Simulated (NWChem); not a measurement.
## Atomisation of tetrafluoroethylene (C$_{2}$F$_{4}$)

```xyz
6

F      1.1094     0.0000    -1.3959
C      0.0000     0.0000    -0.6723
F     -1.1094     0.0000    -1.3959
C      0.0000     0.0000     0.6723
F     -1.1094     0.0000     1.3959
F      1.1094     0.0000     1.3959
```
Charge 0, spin multiplicity 1.

Program: NWChem. The geometry was optimised at PBE/def2-SVP, a minimum by its harmonic frequencies.

Basis set: def2-TZVP. The atomisation energy is electronic alone: no zero-point, thermal, spin-orbit or counterpoise terms. No value is extrapolated to the basis-set limit. Free atoms are single determinants with multiplicities F 2, C 3.

B3LYP has NWChem's definition, with VWN1-RPA local correlation. The stability of the SCF solutions was not checked.

### Question
Order these methods by the atomisation energy they give, lowest first: r2SCAN, LDA (SVWN5), B3LYP, PBE.

### Answer
B3LYP (582.9 kcal/mol), r2SCAN (596.6 kcal/mol), PBE (631.5 kcal/mol), LDA (SVWN5) (744.2 kcal/mol)
